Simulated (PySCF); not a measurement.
All of these have the formula C3H4ClN. Theory: TDDFT CAM-B3LYP/def2-SVPD, vertical, gas phase, core orbitals frozen in the response (PySCF 2.14.0, density-fitted response routines). Geometries: PBE0-D3(BJ)/def2-SVP; one conformer of each isolated species. Triplets are in the Tamm–Dancoff approximation.

A. `[H]/N=C\C(=C)Cl`
B. `N#CCCCl`
C. `C[C@@H](Cl)C#N`

Lowest singlet levels (six at most, fewer where fewer were computed) with oscillator strengths:

1. 169 nm (f 0.000); 166 nm (f 0.004); 165 nm (f 0.000); 156 nm (f 0.006); 155 nm (f 0.001); 148 nm (f 0.027); T1 6.25 eV
2. 256 nm (f 0.004); 209 nm (f 0.334); 185 nm (f 0.000); 181 nm (f 0.000); 171 nm (f 0.171); 164 nm (f 0.003); T1 3.42 eV
3. 183 nm (f 0.000); 180 nm (f 0.008); 170 nm (f 0.001); 160 nm (f 0.029); 157 nm (f 0.001); 148 nm (f 0.031); T1 5.93 eV

Question: Match each spectrum to its molecule.

Answer: 1 = B, 2 = A, 3 = C.
- A: S1 at 4.84 eV, HOMO-1→LUMO (92%); Löwdin shares by element: HOMO carbon 54% or more, chlorine 22%, nitrogen 12%; LUMO carbon 63%, nitrogen 22% (atoms not listed hold the other 15%); HOMO -9.22 and LUMO -0.72 eV; point group Cs, 2 of its 6 listed states under f = 0.0005.
- B: S1 at 7.35 eV, HOMO→LUMO (72%), HOMO→LUMO+1 (16%); Löwdin shares by element: HOMO chlorine 77%, carbon 14% or more; LUMO carbon 40%, chlorine 32% (atoms not listed hold the other 28%); HOMO -10.51 and LUMO 0.59 eV; point group Cs, 2 of its 6 listed states under f = 0.0005.
- C: S1 at 6.77 eV, HOMO→LUMO (86%); Löwdin shares by element: HOMO chlorine 71%, carbon 16% or more, nitrogen 4%; LUMO chlorine 42%, carbon 34% or more, nitrogen 16%; HOMO -10.64 and LUMO 0.19 eV.
